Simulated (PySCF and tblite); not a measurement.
Results of a calculation; reference values are marked as such.
C4H10O, numbered as in [CH3:1][CH2:2][CH2:3][O:4][CH3:5]. Search: ETKDG and KDG, MMFF94s, GFN2-xTB, 90 starts; geometries at GFN2-xTB. Weights use PBE0-D3(BJ)/def2-TZVP (IEF-PCM, chloroform) energies plus GFN2-xTB zero-point and thermal terms (modes under about 100 cm⁻¹ blended into free rotors). Symmetry numbers and mirror images are counted. Conformers within 3 kcal/mol (GFN2-xTB free energy) were kept, 10 at most. GIAO shieldings: wB97X-D/pcSseg-1 (IEF-PCM, chloroform). Shifts are against TMS (¹H), TMS (¹³C) at the same level. Programs: PySCF with density fitting and tblite.

Torsions listed: C1–C2–C3–O4, C2–C3–O4–C5. Of a mirror pair one member is shown.

| conformer | shape | point group | mirror pair | ΔE(DFT) | Δ(G−E) at 180 K | δ C1 (ppm) |
| --- | --- | --- | --- | --- | --- | --- |
| 1 | 180°, 180° | Cs | no | 0.00 | 0.00 | 11.9 |
| 2 | 66°, -179° | C1 | yes | 0.14 | 0.05 | 14.3 |
| 3 | 60°, 73° | C1 | yes | 1.09 | 0.22 | 12.6 |
| 4 | -172°, -72° | C1 | yes | 1.15 | 0.19 | 11.8 |

Energies in kcal/mol; the thermal term leaves out symmetry numbers and mirror images.

(1) Work out the weights at 180 K and the ¹³C shift of C1 under fast exchange.

Results:

(1) RT = 0.358 kcal/mol. Each conformer gets RT ln(σ/g), with σ the rotational symmetry number and g = 2 for a mirror pair: 1: σ = 1, g = 1, G = 0.00 + 0.00 + 0.00 = 0.00, 0.06 above the lowest, exp(−ΔG/RT) = 0.851; 2: σ = 1, g = 2, G = 0.14 + 0.05 − 0.25 = -0.06, 0.00 above the lowest, exp(−ΔG/RT) = 1.000; 3: σ = 1, g = 2, G = 1.09 + 0.22 − 0.25 = 1.06, 1.12 above the lowest, exp(−ΔG/RT) = 0.044; 4: σ = 1, g = 2, G = 1.15 + 0.19 − 0.25 = 1.09, 1.15 above the lowest, exp(−ΔG/RT) = 0.040. The sum is 1.935, so the weights are 44.0, 51.7, 2.3, 2.1 %. The averaged shift is 13.2 ppm. At 298.15 K it is 13.2 ppm. At 298.15 K the leading conformer alone gives 14.3 ppm and bare DFT energies give 12.9 ppm.
